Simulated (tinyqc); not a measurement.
UKS/exchange-only LDA in the sto-6g basis, for BH2, spin multiplicity 2, step by step (part 1 of 2). Computed by tinyqc, a small Python program that keeps every step (integrals from PySCF). Settings: charge = 0, multiplicity = 2, basis = sto-6g, energy threshold = 1e-10, iteration cap = 51, orthogonalisation = symmetric, start = atomic densities, DIIS depth = 0, method = UKS, functional = Slater exchange alone, grid = [40, 86]. Command: `OMP_NUM_THREADS=1 python tinyqc.py 26473 26474 out.jsonl` (the two numbers bound the seeds that draw the settings). One thread of a shared host (Intel(R) Xeon(R) Processor @ 2.60GHz), about 3 s of CPU time with the checks. Later iterations appear only in the table of the cycle.

## One-electron integrals

Geometry (angstrom):

| atom | x | y | z |
|---|---|---|---|
| B | 0.000000 | 0.000000 | 0.000000 |
| H | 0.000000 | 1.201000 | 0.693000 |
| H | 0.000000 | -1.201000 | 0.693000 |

Basis sto-6g: exponents (1/bohr^2) and contraction coefficients of normalised primitives:

| element | l (shell) | exponent | coefficient |
|---|---|---|---|
| B | s (1) | 506.011147 | 0.009164 |
| B | s (1) | 92.776814 | 0.049362 |
| B | s (1) | 25.955658 | 0.168538 |
| B | s (1) | 8.916445 | 0.370563 |
| B | s (1) | 3.462507 | 0.416492 |
| B | s (1) | 1.426054 | 0.130334 |
| B | s (2) | 23.194575 | -0.013253 |
| B | s (2) | 4.590810 | -0.046992 |
| B | s (2) | 1.426819 | -0.033785 |
| B | s (2) | 0.548948 | 0.250242 |
| B | s (2) | 0.238410 | 0.595117 |
| B | s (2) | 0.109280 | 0.240706 |
| B | p (3) | 23.194575 | 0.003760 |
| B | p (3) | 4.590810 | 0.037679 |
| B | p (3) | 1.426819 | 0.173897 |
| B | p (3) | 0.548948 | 0.418036 |
| B | p (3) | 0.238410 | 0.425859 |
| B | p (3) | 0.109280 | 0.101708 |
| H | s (1) | 35.523221 | 0.009164 |
| H | s (1) | 6.513144 | 0.049361 |
| H | s (1) | 1.822143 | 0.168538 |
| H | s (1) | 0.625955 | 0.370563 |
| H | s (1) | 0.243077 | 0.416492 |
| H | s (1) | 0.100112 | 0.130334 |

Overlap, kinetic and nuclear-attraction integrals over the contracted functions; the nuclear repulsion is the sum of Za Zb / Rab.

nuclear repulsion = 4.03668169 hartree

overlap S:
```
           1B 1s     1B 2s    1B 2px     1B 2py    1B 2pz     2H 1s      3H 1s
1B 1s   1.000000  0.264891  0.000000   0.000000  0.000000  0.044306   0.044306
1B 2s   0.264891  1.000000  0.000000   0.000000  0.000000  0.380160   0.380160
1B 2px  0.000000  0.000000  1.000000   0.000000  0.000000  0.000000   0.000000
1B 2py  0.000000  0.000000  0.000000   1.000000  0.000000  0.361292  -0.361292
1B 2pz  0.000000  0.000000  0.000000   0.000000  1.000000  0.208473   0.208473
2H 1s   0.044306  0.380160  0.000000   0.361292  0.208473  1.000000   0.061768
3H 1s   0.044306  0.380160  0.000000  -0.361292  0.208473  0.061768   1.000000
```

kinetic energy T (hartree):
```
            1B 1s      1B 2s    1B 2px     1B 2py    1B 2pz      2H 1s      3H 1s
1B 1s   10.947243  -0.333880  0.000000   0.000000  0.000000  -0.011139  -0.011139
1B 2s   -0.333880   0.374498  0.000000   0.000000  0.000000   0.046330   0.046330
1B 2px   0.000000   0.000000  1.125026   0.000000  0.000000   0.000000   0.000000
1B 2py   0.000000   0.000000  0.000000   1.125026  0.000000   0.127241  -0.127241
1B 2pz   0.000000   0.000000  0.000000   0.000000  1.125026   0.073421   0.073421
2H 1s   -0.011139   0.046330  0.000000   0.127241  0.073421   0.768522  -0.010887
3H 1s   -0.011139   0.046330  0.000000  -0.127241  0.073421  -0.010887   0.768522
```

nuclear attraction V (hartree):
```
             1B 1s      1B 2s     1B 2px     1B 2py     1B 2pz      2H 1s      3H 1s
1B 1s   -24.154996  -2.946374   0.000000   0.000000  -0.014383  -0.542330  -0.542330
1B 2s    -2.946374  -4.500888   0.000000   0.000000  -0.128848  -1.443131  -1.443131
1B 2px    0.000000   0.000000  -4.440559   0.000000   0.000000   0.000000   0.000000
1B 2py    0.000000   0.000000   0.000000  -4.575955   0.000000  -1.294450   1.294450
1B 2pz   -0.014383  -0.128848   0.000000   0.000000  -4.485639  -0.766983  -0.766983
2H 1s    -0.542330  -1.443131   0.000000  -1.294450  -0.766983  -3.355818  -0.221777
3H 1s    -0.542330  -1.443131   0.000000   1.294450  -0.766983  -0.221777  -3.355818
```

core Hamiltonian H = T + V (hartree):
```
             1B 1s      1B 2s     1B 2px     1B 2py     1B 2pz      2H 1s      3H 1s
1B 1s   -13.207752  -3.280254   0.000000   0.000000  -0.014383  -0.553469  -0.553469
1B 2s    -3.280254  -4.126390   0.000000   0.000000  -0.128848  -1.396801  -1.396801
1B 2px    0.000000   0.000000  -3.315533   0.000000   0.000000   0.000000   0.000000
1B 2py    0.000000   0.000000   0.000000  -3.450928   0.000000  -1.167209   1.167209
1B 2pz   -0.014383  -0.128848   0.000000   0.000000  -3.360613  -0.693562  -0.693562
2H 1s    -0.553469  -1.396801   0.000000  -1.167209  -0.693562  -2.587296  -0.232663
3H 1s    -0.553469  -1.396801   0.000000   1.167209  -0.693562  -0.232663  -2.587296
```

## Two-electron integrals

Functions are numbered as in S; the eight-fold symmetry (ij|kl) = (ji|kl) = (kl|ij) leaves the list below.

Two-electron integrals (ij|kl) in chemists' order, unique and non-zero (hartree):
```
(11|11) 2.924993    (21|11) 0.480756    (21|21) 0.099484    (22|11) 0.743449
(22|21) 0.188967    (22|22) 0.544922    (31|31) 0.021096    (32|31) 0.030854
(32|32) 0.120443    (33|11) 0.743450    (33|21) 0.188967    (33|22) 0.544922
(33|33) 0.587109    (41|41) 0.021096    (42|41) 0.030854    (42|42) 0.120443
(43|43) 0.031641    (44|11) 0.743450    (44|21) 0.188967    (44|22) 0.544922
(44|33) 0.523827    (44|44) 0.587109    (51|51) 0.021096    (52|51) 0.030854
(52|52) 0.120443    (53|53) 0.031641    (54|54) 0.031641    (55|11) 0.743450
(55|21) 0.188967    (55|22) 0.544922    (55|33) 0.523827    (55|44) 0.523827
(55|55) 0.587109    (61|11) 0.083105    (61|21) 0.016670    (61|22) 0.031434
(61|33) 0.031263    (61|41) 0.001135    (61|42) 0.002176    (61|44) 0.031647
(61|51) 0.000655    (61|52) 0.001256    (61|54) 0.000221    (61|55) 0.031391
(61|61) 0.002898    (62|11) 0.211597    (62|21) 0.054779    (62|22) 0.175327
(62|33) 0.170235    (62|41) 0.005544    (62|42) 0.033453    (62|44) 0.181696
(62|51) 0.003199    (62|52) 0.019303    (62|54) 0.006613    (62|55) 0.174051
(62|61) 0.009770    (62|62) 0.080512    (63|31) 0.005546    (63|32) 0.025655
(63|43) 0.006151    (63|53) 0.003549    (63|63) 0.008456    (64|11) 0.177662
(64|21) 0.046615    (64|22) 0.156957    (64|33) 0.148783    (64|41) 0.009537
(64|42) 0.052688    (64|44) 0.170252    (64|51) 0.002303    (64|52) 0.015598
(64|54) 0.008839    (64|55) 0.151836    (64|61) 0.008713    (64|62) 0.084134
(64|64) 0.094561    (65|11) 0.102514    (65|21) 0.026898    (65|22) 0.090567
(65|33) 0.085851    (65|41) 0.002303    (65|42) 0.015598    (65|44) 0.091140
(65|51) 0.006875    (65|52) 0.034656    (65|54) 0.009203    (65|55) 0.094710
(65|61) 0.005027    (65|62) 0.048547    (65|64) 0.049684    (65|65) 0.037124
(66|11) 0.378912    (66|21) 0.100113    (66|22) 0.362348    (66|33) 0.341486
(66|41) 0.011697    (66|42) 0.094627    (66|44) 0.388438    (66|51) 0.006749
(66|52) 0.054602    (66|54) 0.027092    (66|55) 0.357119    (66|61) 0.018223
(66|62) 0.217875    (66|64) 0.246726    (66|65) 0.142366    (66|66) 0.774999
(71|11) 0.083105    (71|21) 0.016670    (71|22) 0.031434    (71|33) 0.031263
(71|41) -0.001135   (71|42) -0.002176   (71|44) 0.031647    (71|51) 0.000655
(71|52) 0.001256    (71|54) -0.000221   (71|55) 0.031391    (71|61) 0.002762
(71|62) 0.008841    (71|64) 0.007173    (71|65) 0.004564    (71|66) 0.016083
(71|71) 0.002898    (72|11) 0.211597    (72|21) 0.054779    (72|22) 0.175327
(72|33) 0.170235    (72|41) -0.005544   (72|42) -0.033453   (72|44) 0.181696
(72|51) 0.003199    (72|52) 0.019303    (72|54) -0.006613   (72|55) 0.174051
(72|61) 0.008841    (72|62) 0.051382    (72|64) 0.040340    (72|65) 0.030286
(72|66) 0.104799    (72|71) 0.009770    (72|72) 0.080512    (73|31) 0.005546
(73|32) 0.025655    (73|43) -0.006151   (73|53) 0.003549    (73|63) 0.004813
(73|73) 0.008456    (74|11) -0.177662   (74|21) -0.046615   (74|22) -0.156957
(74|33) -0.148783   (74|41) 0.009537    (74|42) 0.052688    (74|44) -0.170252
(74|51) -0.002303   (74|52) -0.015598   (74|54) 0.008839    (74|55) -0.151836
(74|61) -0.007173   (74|62) -0.040340   (74|64) -0.028035   (74|65) -0.023391
(74|66) -0.079341   (74|71) -0.008713   (74|72) -0.084134   (74|74) 0.094561
(75|11) 0.102514    (75|21) 0.026898    (75|22) 0.090567    (75|33) 0.085851
(75|41) -0.002303   (75|42) -0.015598   (75|44) 0.091140    (75|51) 0.006875
(75|52) 0.034656    (75|54) -0.009203   (75|55) 0.094710    (75|61) 0.004564
(75|62) 0.030286    (75|64) 0.023391    (75|65) 0.022277    (75|66) 0.064252
(75|71) 0.005027    (75|72) 0.048547    (75|74) -0.049684   (75|75) 0.037124
(76|11) 0.032285    (76|21) 0.008364    (76|22) 0.027258    (76|33) 0.026449
(76|44) 0.027383    (76|51) 0.000817    (76|52) 0.005028    (76|55) 0.027942
(76|61) 0.001434    (76|62) 0.010569    (76|64) 0.009714    (76|65) 0.006926
(76|66) 0.025883    (76|71) 0.001434    (76|72) 0.010569    (76|74) -0.009714
(76|75) 0.006926    (76|76) 0.001788    (77|11) 0.378912    (77|21) 0.100113
(77|22) 0.362348    (77|33) 0.341486    (77|41) -0.011697   (77|42) -0.094627
(77|44) 0.388438    (77|51) 0.006749    (77|52) 0.054602    (77|54) -0.027092
(77|55) 0.357119    (77|61) 0.016083    (77|62) 0.104799    (77|64) 0.079341
(77|65) 0.064252    (77|66) 0.220130    (77|71) 0.018223    (77|72) 0.217875
(77|74) -0.246726   (77|75) 0.142366    (77|76) 0.025883    (77|77) 0.774999
```

## Orthogonalisation

S = U s U^T; symmetric (Loewdin) form X = U s^(-1/2) U^T, so that X^T S X = 1.

eigenvalues of S: 0.388544  0.457239  0.862852  1.000000  1.102785  1.480993  1.707587

X:
```
            1B 1s      1B 2s    1B 2px     1B 2py     1B 2pz      2H 1s      3H 1s
1B 1s    1.030014  -0.155668  0.000000   0.000000  -0.009053   0.022969   0.022969
1B 2s   -0.155668   1.177859  0.000000   0.000000   0.080020  -0.244879  -0.244879
1B 2px   0.000000   0.000000  1.000000   0.000000   0.000000   0.000000   0.000000
1B 2py   0.000000   0.000000  0.000000   1.130468   0.000000  -0.231913   0.231913
1B 2pz  -0.009053   0.080020  0.000000   0.000000   1.042662  -0.131133  -0.131133
2H 1s    0.022969  -0.244879  0.000000  -0.231913  -0.131133   1.158961  -0.011156
3H 1s    0.022969  -0.244879  0.000000   0.231913  -0.131133  -0.011156   1.158961
```

## Starting guess

The start is atomic minimal-basis densities projected into this basis (PySCF's MINAO start) and scaled to the electron count of each spin; this density is not idempotent, so its energy is not variational and may lie below the converged one.

D(alpha) at the start:
```
            1B 1s      1B 2s    1B 2px     1B 2py     1B 2pz      2H 1s      3H 1s
1B 1s    1.238047  -0.303740  0.000000   0.000000   0.008773  -0.020753  -0.020753
1B 2s   -0.303740   1.151805  0.000000   0.000000  -0.029147   0.080862   0.080862
1B 2px   0.000000   0.000000  0.182979   0.000000   0.000000   0.000000   0.000000
1B 2py   0.000000   0.000000  0.000000   0.155709   0.000000   0.027467  -0.027467
1B 2pz   0.008773  -0.029147  0.000000   0.000000   0.173988   0.013653   0.013653
2H 1s   -0.020753   0.080862  0.000000   0.027467   0.013653   0.543393   0.010019
3H 1s   -0.020753   0.080862  0.000000  -0.027467   0.013653   0.010019   0.543393
```

D(beta) at the start:
```
            1B 1s      1B 2s    1B 2px     1B 2py     1B 2pz      2H 1s      3H 1s
1B 1s    0.928535  -0.227805  0.000000   0.000000   0.006580  -0.015565  -0.015565
1B 2s   -0.227805   0.863854  0.000000   0.000000  -0.021861   0.060646   0.060646
1B 2px   0.000000   0.000000  0.137234   0.000000   0.000000   0.000000   0.000000
1B 2py   0.000000   0.000000  0.000000   0.116782   0.000000   0.020600  -0.020600
1B 2pz   0.006580  -0.021861  0.000000   0.000000   0.130491   0.010240   0.010240
2H 1s   -0.015565   0.060646  0.000000   0.020600   0.010240   0.407545   0.007514
3H 1s   -0.015565   0.060646  0.000000  -0.020600   0.010240   0.007514   0.407545
```

## Iteration 1: exchange-correlation on the grid

Becke grid with 40 radial and 86 angular points per atom, points of zero weight dropped. rho = sum D_ij phi_i phi_j; V_xc,ij = sum w v_xc phi_i phi_j; v_xc is d(rho eps)/d rho(s) for spin s.

The 16 grid points with the largest w rho, of 10308 (bohr, atomic units):

| x | y | z | w | rho(alpha) | rho(beta) | eps_xc | v_xc(alpha) |
|---|---|---|---|---|---|---|---|
| 0.000000 | -1.302502 | 0.525651 | 0.048031 | 0.058664 | 0.043998 | -0.347395 | -0.482086 |
| 0.000000 | 1.302502 | 0.525651 | 0.048031 | 0.058664 | 0.043998 | -0.347395 | -0.482086 |
| -0.941853 | -0.941853 | 0.941853 | 0.081898 | 0.034199 | 0.025650 | -0.290206 | -0.402723 |
| 0.941853 | 0.941853 | 0.941853 | 0.081898 | 0.034199 | 0.025650 | -0.290206 | -0.402723 |
| -0.941853 | 0.941853 | 0.941853 | 0.081898 | 0.034199 | 0.025650 | -0.290206 | -0.402723 |
| 0.941853 | -0.941853 | 0.941853 | 0.081898 | 0.034199 | 0.025650 | -0.290206 | -0.402723 |
| 0.265553 | -0.975269 | 0.975269 | 0.052103 | 0.053752 | 0.040314 | -0.337414 | -0.468235 |
| -0.265553 | 0.975269 | 0.975269 | 0.052103 | 0.053752 | 0.040314 | -0.337414 | -0.468235 |
| -0.265553 | -0.975269 | 0.975269 | 0.052103 | 0.053752 | 0.040314 | -0.337414 | -0.468235 |
| 0.265553 | 0.975269 | 0.975269 | 0.052103 | 0.053752 | 0.040314 | -0.337414 | -0.468235 |
| 0.000000 | 0.610516 | 1.512789 | 0.081964 | 0.034045 | 0.025533 | -0.289767 | -0.402114 |
| 0.000000 | -0.610516 | 1.512789 | 0.081964 | 0.034045 | 0.025533 | -0.289767 | -0.402114 |
| 0.610516 | 1.512789 | 0.000000 | 0.079058 | 0.035088 | 0.026316 | -0.292698 | -0.406182 |
| 0.610516 | -1.512789 | 0.000000 | 0.079058 | 0.035088 | 0.026316 | -0.292698 | -0.406182 |
| -0.610516 | 1.512789 | 0.000000 | 0.079058 | 0.035088 | 0.026316 | -0.292698 | -0.406182 |
| -0.610516 | -1.512789 | 0.000000 | 0.079058 | 0.035088 | 0.026316 | -0.292698 | -0.406182 |

electrons on the grid, sum of w rho = 7.000104

E_xc = sum of w rho eps_xc = -4.11346144 hartree

V_xc(alpha) (hartree):
```
            1B 1s      1B 2s     1B 2px     1B 2py     1B 2pz      2H 1s      3H 1s
1B 1s   -1.795409  -0.248695   0.000000   0.000000  -0.000107  -0.044667  -0.044667
1B 2s   -0.248695  -0.415025   0.000000   0.000000  -0.013479  -0.146441  -0.146441
1B 2px   0.000000   0.000000  -0.402664   0.000000   0.000000   0.000000   0.000000
1B 2py   0.000000   0.000000   0.000000  -0.430501   0.000000  -0.140013   0.140013
1B 2pz  -0.000107  -0.013479   0.000000   0.000000  -0.411905  -0.081976  -0.081976
2H 1s   -0.044667  -0.146441   0.000000  -0.140013  -0.081976  -0.401727  -0.021870
3H 1s   -0.044667  -0.146441   0.000000   0.140013  -0.081976  -0.021870  -0.401727
```

V_xc(beta) (hartree):
```
            1B 1s      1B 2s     1B 2px     1B 2py     1B 2pz      2H 1s      3H 1s
1B 1s   -1.631238  -0.225954   0.000000   0.000000  -0.000097  -0.040583  -0.040583
1B 2s   -0.225954  -0.377076   0.000000   0.000000  -0.012247  -0.133050  -0.133050
1B 2px   0.000000   0.000000  -0.365844   0.000000   0.000000   0.000000   0.000000
1B 2py   0.000000   0.000000   0.000000  -0.391136   0.000000  -0.127210   0.127210
1B 2pz  -0.000097  -0.012247   0.000000   0.000000  -0.374240  -0.074480  -0.074480
2H 1s   -0.040583  -0.133050   0.000000  -0.127210  -0.074480  -0.364993  -0.019870
3H 1s   -0.040583  -0.133050   0.000000   0.127210  -0.074480  -0.019870  -0.364993
```

## Iteration 1: building the Kohn-Sham matrix

J_ij = sum D_kl (ij|kl) with D = D(alpha) + D(beta); F = H + J + V_xc; E = tr D H + tr D J / 2 + E_xc + E_nn.

Coulomb J (hartree):
```
           1B 1s     1B 2s    1B 2px     1B 2py    1B 2pz     2H 1s      3H 1s
1B 1s   8.865134  1.717082  0.000000   0.000000  0.013180  0.293291   0.293291
1B 2s   1.717082  3.820732  0.000000   0.000000  0.109737  1.267677   1.267677
1B 2px  0.000000  0.000000  3.777485   0.000000  0.000000  0.000000   0.000000
1B 2py  0.000000  0.000000  0.000000   3.874860  0.000000  1.150241  -1.150241
1B 2pz  0.013180  0.109737  0.000000   0.000000  3.809848  0.682103   0.682103
2H 1s   0.293291  1.267677  0.000000   1.150241  0.682103  2.840713   0.197542
3H 1s   0.293291  1.267677  0.000000  -1.150241  0.682103  0.197542   2.840713
```

F(alpha) (hartree):
```
            1B 1s      1B 2s    1B 2px     1B 2py     1B 2pz      2H 1s      3H 1s
1B 1s   -6.138028  -1.811867  0.000000   0.000000  -0.001309  -0.304846  -0.304846
1B 2s   -1.811867  -0.720683  0.000000   0.000000  -0.032591  -0.275565  -0.275565
1B 2px   0.000000   0.000000  0.059289   0.000000   0.000000   0.000000   0.000000
1B 2py   0.000000   0.000000  0.000000  -0.006569   0.000000  -0.156981   0.156981
1B 2pz  -0.001309  -0.032591  0.000000   0.000000   0.037331  -0.093436  -0.093436
2H 1s   -0.304846  -0.275565  0.000000  -0.156981  -0.093436  -0.148310  -0.056990
3H 1s   -0.304846  -0.275565  0.000000   0.156981  -0.093436  -0.056990  -0.148310
```

F(beta) (hartree):
```
            1B 1s      1B 2s    1B 2px     1B 2py     1B 2pz      2H 1s      3H 1s
1B 1s   -5.973857  -1.789127  0.000000   0.000000  -0.001299  -0.300761  -0.300761
1B 2s   -1.789127  -0.682734  0.000000   0.000000  -0.031358  -0.262175  -0.262175
1B 2px   0.000000   0.000000  0.096108   0.000000   0.000000   0.000000   0.000000
1B 2py   0.000000   0.000000  0.000000   0.032796   0.000000  -0.144178   0.144178
1B 2pz  -0.001299  -0.031358  0.000000   0.000000   0.074995  -0.085940  -0.085940
2H 1s   -0.300761  -0.262175  0.000000  -0.144178  -0.085940  -0.111576  -0.054990
3H 1s   -0.300761  -0.262175  0.000000   0.144178  -0.085940  -0.054990  -0.111576
```

total energy of this density = -25.03076684 hartree

This density is the starting one; it is not idempotent, so its energy is not variational and may lie below the converged one.
